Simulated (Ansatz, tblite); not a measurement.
Removing and adding an electron: BO2H (the lowest singlet isomer of a short search). The state is a singlet with charge 0. Geometry: PBE0-D4/def2-TZVP. Ansatz, gas phase; energy differences of separate SCF runs; the oxidised species was run as a doublet alone; the reduced species was run as a doublet alone.

Cartesian coordinates in Å:
```
B 0.392 0.247 0.210
O -0.483 -0.067 -0.730
O 1.214 0.571 1.038
H -1.123 -0.751 -0.518
```

The xTB rows come from tblite. Correlated methods freeze 3 core orbitals. In CCSD on the charge 1 doublet the largest single amplitude is 0.16, so its Hartree–Fock determinant may place the open shell otherwise than the density functionals do. The structure comes from a short search, and lower isomers may exist.

**Question.** Estimate orbital energies and vertical ionisation energies and electron affinities at: GFN1-xTB; GFN2-xTB; HF/def2-TZVPD; HF/def2-TZVPP; PBE-D4/def2-TZVP; PBE-D4/def2-TZVPD; r2SCAN-D4/def2-TZVP; r2SCAN-D4/def2-TZVPD; PBE0-D4/def2-TZVP; PBE0-D4/def2-TZVPD; MP2/def2-TZVPD; MP2/def2-TZVPP; CCSD/def2-TZVPD; CCSD/def2-TZVPP; CCSD(T)/def2-TZVPD; CCSD(T)/def2-TZVPP.

**Answer.** 
| level | −HOMO (eV) | vertical IE (eV) | −LUMO (eV) | vertical EA (eV) | HOMO–LUMO gap (eV) | IE − EA (eV) | remarks |
| --- | --- | --- | --- | --- | --- | --- | --- |
| GFN1-xTB | 14.30 | 19.37 | 4.78 | 0.37 | 9.53 | 19.00 | – |
| GFN2-xTB | 12.81 | 17.56 | 4.26 | -0.77 | 8.56 | 18.33 | – |
| HF/def2-TZVPD | – | – | – | -0.64 | – | – | HOMO above zero (-1 doublet) |
| HF/def2-TZVPP | – | 10.75 | – | – | – | – | – |
| PBE-D4/def2-TZVP | 7.77 | 12.13 | 1.32 | – | 6.45 | – | – |
| PBE-D4/def2-TZVPD | 7.84 | – | 1.63 | -0.13 | 6.21 | – | HOMO above zero (-1 doublet) |
| r2SCAN-D4/def2-TZVP | 8.10 | 12.11 | 0.63 | – | 7.46 | – | – |
| r2SCAN-D4/def2-TZVPD | 8.14 | – | 0.99 | -0.23 | 7.15 | – | HOMO above zero (-1 doublet) |
| PBE0-D4/def2-TZVP | 9.39 | 12.21 | 0.48 | – | 8.91 | – | – |
| PBE0-D4/def2-TZVPD | 9.43 | – | 0.92 | -0.21 | 8.51 | – | HOMO above zero (-1 doublet) |
| MP2/def2-TZVPD | – | – | – | -0.39 | – | – | HOMO above zero (-1 doublet) |
| MP2/def2-TZVPP | – | 12.77 | – | – | – | – | – |
| CCSD/def2-TZVPD | – | – | – | -0.38 | – | – | HOMO above zero (-1 doublet) |
| CCSD/def2-TZVPP | – | 12.30 | – | – | – | – | – |
| CCSD(T)/def2-TZVPD | – | – | – | -0.34 | – | – | HOMO above zero (-1 doublet) |
| CCSD(T)/def2-TZVPP | – | 12.39 | – | – | – | – | – |

Relaxing the oxidised species (PBE0-D4/def2-TZVP) changes its energy by -0.38 eV at PBE0-D4/def2-TZVP, so the adiabatic ionisation energy to this nearest minimum is 11.83 eV. At PBE-D4/def2-TZVP it is 11.88 eV.     A HOMO above zero means that the electron is unbound at that level or that self-interaction error raises the level; the energy of removing that electron tells which. Raw xTB energy differences between charge states are shifted by several eV; the methods need an empirical correction for them. A negative affinity means that the extra electron isn't bound; its size then hangs on the basis.
